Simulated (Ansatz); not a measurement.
Basis-set extrapolation for C$_{3}$H$_{6}$F$_{2}$O, SMILES `FCCOCF` (PBE0-D4/def2-TZVP geometry, frozen core, the Gaussian-basis code of Ansatz). Multiplicity 1, RHF reference.

|  | def2-TZVPP | def2-QZVPP |
| --- | --- | --- |
| HF | -390.987963 | -391.005660 |
| MP2 correlation | -1.241101 | -1.341962 |
| CCSD(T) correlation | -1.317599 | not run |

Energies in hartree. Use E(X) = E(∞) + A·exp(−7.88·√X) for Hartree–Fock and E(X) = E(∞) + B·X^(−2.97) for correlation, with X = 3 and 4, and add CCSD(T) minus MP2 of the smaller set to the MP2 limit.

Task: What is the CCSD(T) energy at the basis-set limit?

Result: HF limit: -391.005660 + (-0.017697) × 0.13774 = -391.00810. MP2 limit: -1.341962 + (-0.100861) × 0.74074 = -1.41667. Higher-order term: -1.317599 − (-1.241101) = -0.07650. Total: -392.50127 hartree, 5.33 eV below CCSD(T)/def2-TZVPP.
